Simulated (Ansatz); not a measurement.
A run of Ansatz (development build ahead of 0.2.0) on doublet C₂H₅ at this shape:

```yaml
atoms:
  - { symbol: C, position_ang: [0.2065, -0.6446, 0.2030] }
  - { symbol: C, position_ang: [-0.2373, 0.7145, -0.2782] }
  - { symbol: H, position_ang: [0.4595, 1.5649, -0.3148] }
  - { symbol: H, position_ang: [-1.2718, 0.9288, -0.1924] }
  - { symbol: H, position_ang: [1.2310, -0.8049, -0.0777] }
  - { symbol: H, position_ang: [0.0334, -0.8367, 1.2400] }
  - { symbol: H, position_ang: [-0.4381, -1.4193, -0.2850] }
```

Its results:

```
Converged                       : yes
Reference energy                : -78.53912 hartree
Correlation energy              : -0.26701 hartree
Total energy                    : -78.80613 hartree
Spin squared of the determinant : 0.761
Stability test                  : minimum
```

Forces (eV/Å):
```
atom      Fx      Fy      Fz
  C1  -1.333   0.279  -1.926
  C2   1.247  -0.498   0.566
  H3  -0.191  -0.323  -0.027
  H4  -1.219   0.466  -0.059
  H5   0.825  -0.410   0.057
  H6   0.144   0.153   1.377
  H7   0.526   0.333   0.011
```

(1) Which input gives this output? Name the method, the orbitals and the basis set, and write the input.

Results:

(1) UHF-MP2 in def2-SVP.

```yaml
crystal:
  periodic: [false, false, false]
  atoms:
    - { symbol: C, position_ang: [0.20651, -0.64459, 0.20304] }
    - { symbol: C, position_ang: [-0.23734, 0.71445, -0.27821] }
    - { symbol: H, position_ang: [0.45947, 1.56491, -0.31478] }
    - { symbol: H, position_ang: [-1.2718, 0.92877, -0.19243] }
    - { symbol: H, position_ang: [1.23105, -0.80492, -0.07768] }
    - { symbol: H, position_ang: [0.03339, -0.83671, 1.23997] }
    - { symbol: H, position_ang: [-0.43812, -1.41935, -0.28496] }
basis:
  gaussian: { orbitals: def2-SVP }
magnetization:
  spin_polarized: true
  initial_magnetization: 1
hamiltonian:
  xc: hf
correlation:
  method: mp2
  frozen_orbitals: { C: 1, H: 0 }
output:
  forces: true
```
